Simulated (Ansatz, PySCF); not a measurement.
This PySCF input computes a CCSD(T)/cc-pVDZ energy:

```python
from pyscf import gto, scf, mp, cc as ccmod

mol = gto.M(
    atom='''
    C     0.00080378   -0.02177211    0.41324146
    C    -0.00024699   -0.78565312   -0.85206570
    C    -0.00289049    0.75882242   -0.86330175
    C     0.00340449   -0.09814573    1.74489492
    H    -0.90817693   -1.28775662   -1.19152984
    H     0.90811688   -1.28467239   -1.19490016
    H     0.90395000    1.25679477   -1.21086112
    H    -0.91270055    1.25370994   -1.20749014
    H     0.00238584    0.94241549    2.14816769
    ''',
    basis='cc-pvdz',
    charge=-1,
    spin=0,
    verbose=4,
)

mf = scf.RHF(mol)
mf.conv_tol = 1e-10
mf.max_cycle = 100
mf.kernel()
mp2 = mp.MP2(mf, frozen=4).run()
cc = ccmod.CCSD(mf, frozen=4)
cc.max_cycle = 100
cc.kernel()
et = cc.ccsd_t()
print(f'E(CCSD(T)) = {cc.e_tot + et:.9f}')
```

Problem. Write an input for the same energy in Ansatz (a first-principles code) and say what it gives.

Solution. 
Ansatz 0.2 input:
```yaml
crystal:
  periodic: [false, false, false]
  atoms:
    - {symbol: C, position_ang: [0.00080378, -0.02177211, 0.41324146]}
    - {symbol: C, position_ang: [-0.00024699, -0.78565312, -0.85206570]}
    - {symbol: C, position_ang: [-0.00289049, 0.75882242, -0.86330175]}
    - {symbol: C, position_ang: [0.00340449, -0.09814573, 1.74489492]}
    - {symbol: H, position_ang: [-0.90817693, -1.28775662, -1.19152984]}
    - {symbol: H, position_ang: [0.90811688, -1.28467239, -1.19490016]}
    - {symbol: H, position_ang: [0.90395000, 1.25679477, -1.21086112]}
    - {symbol: H, position_ang: [-0.91270055, 1.25370994, -1.20749014]}
    - {symbol: H, position_ang: [0.00238584, 0.94241549, 2.14816769]}
basis:
  gaussian:
    orbitals: cc-pVDZ
total_charge: -1
magnetization: {spin_polarized: false}
correlation: {method: ccsd_t, electrons: outside_noble_gas}
```
It gives -154.82889 Eh, and PySCF -154.82889 Eh, a difference of 0.00 mEh.

It need not be the lowest isomer of its formula. Whether it binds its extra electron was not tested at this geometry.
